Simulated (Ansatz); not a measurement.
Reaction (hydrogen abstraction from the Si–H bond): `[SiH3][SiH2][SiH3]` + `[OH]`• → `[SiH2][SiH2][SiH3]`• + H₂O

Computed with Ansatz on PBE0-D4/def2-TZVP structures; ΔE is electronic, products minus reactants. CCSD(T)/CBS adds triple-zeta CCSD(T) − MP2 to the extrapolated MP2 energy (def2 sets, frozen cores). This one scheme is used for every species. Functionals use def2-TZVPP. No spin–orbit coupling; open shells (•) take unrestricted orbitals.

```csv
level,ΔE (kJ/mol)
r2SCAN0-D4,-123.8
MP2/def2-QZVPP,-156.7
```

(1) What does CCSD(T)/CBS give? (An estimate is asked.)

Largest T1 diagnostic among the species: 0.015.

## Answers

(1) Ansatz gave: -135.9 kJ/mol. The listed levels differ from it by 12.1, -20.8 kJ/mol.

In def2-TZVPP, CCSD(T) changes the Hartree–Fock value by −70.6 kJ/mol (the triples alone add −6.0 kJ/mol) and MP2 by −94.7 kJ/mol. From BLYP to BHLYP (50 % exact exchange), in def2-TZVPP and without D4, ΔE moves by +29.6 kJ/mol.
